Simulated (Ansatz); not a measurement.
# Worked example: correlation energy of PH⁺, quartet

Geometry: that of the PH⁺, doublet, kept fixed. The doublet lies 1.7 eV lower here.

```xyz
2

P     0.0000    0.0000    0.0000
H     0.0000    0.0000    1.4342
```

Basis cc-pVQZ; Ansatz 0.2.0. Only valence electrons are correlated (noble-gas cores frozen), which leaves 5 electrons in 84 orbitals. Prefix R: restricted or restricted open-shell reference; prefix U: unrestricted.

Full CI isn't at hand for all of this; UCCSDT(Q) serves as the reference, and is uncertain by about the last step of the cluster series.

Runs differ by some tens of microhartree through their thresholds and, for an open shell, their frozen cores, so steps under 0.03 kcal/mol mean nothing.

```tsv
level	total energy (hartree)
UHF	-340.908992
UMP2	-340.986597
UCCSD	-341.005376
UCCSD(T)	-341.009097
UCCSDT	-341.009891
UCCSDT(Q)	-341.009987
```

**Question.** What is the correlation energy at UCCSDT(Q), and what share of it do UMP2 and UCCSD(T) recover?

**Answer.** E(corr) = -341.009987 − (-340.908992) = -0.100995 hartree = -2.748 eV. UMP2: -0.077605 / -0.100995 = 76.84 %. UCCSD(T): -0.100105 / -0.100995 = 99.12 %.

**Question.** By how many kcal/mol does UCCSD(T) miss UCCSDT(Q) (1 hartree = 627.509 kcal/mol), and which steps make up the rest?

**Answer.** -341.009097 − (-341.009987) = 0.000890 hartree = 0.56 kcal/mol. Steps: UCCSDT − UCCSD(T) = -0.50, UCCSDT(Q) − UCCSDT = -0.06 kcal/mol. That is within 1 kcal/mol of the reference in this basis, which itself misses far more of the correlation at the basis-set limit.
